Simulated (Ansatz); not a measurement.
Mulliken charges of C3H5FO (`C/C(F)=C\O`) from r2SCAN/def2-TZVPP in Ansatz (PBE0-D4/def2-TZVP geometry).

| atom | x (Å) | y (Å) | z (Å) | charge (e) |
| --- | --- | --- | --- | --- |
| C1 | 0.972 | -0.321 | 0.703 | -0.113 |
| C2 | -0.208 | -0.604 | -0.142 | 0.169 |
| F3 | -0.447 | -1.929 | -0.285 | -0.226 |
| C4 | -1.034 | 0.234 | -0.757 | 0.036 |
| O5 | -0.976 | 1.590 | -0.746 | -0.315 |
| H6 | 1.874 | -0.763 | 0.270 | 0.068 |
| H7 | 1.149 | 0.751 | 0.816 | 0.014 |
| H8 | 0.841 | -0.744 | 1.703 | 0.068 |
| H9 | -1.860 | -0.144 | -1.344 | 0.096 |
| H10 | -0.228 | 1.880 | -0.216 | 0.203 |

By hand: the dipole of these point charges (1 e Å = 4.8032 D).

Σ q r = (0.202, 0.154, 0.141) e Å, of length 0.291 e Å = 1.40 D.

How does the dipole of the full density compare? (An estimate is asked.)

The calculation gave: (0.319, 0.229, 0.224) e Å, 2.17 D; the point charges give 0.65 times that, at 2° from its direction.

Point charges leave out the atoms' own dipoles, such as those of lone pairs, and Mulliken's split depends on the basis, so the two needn't agree.
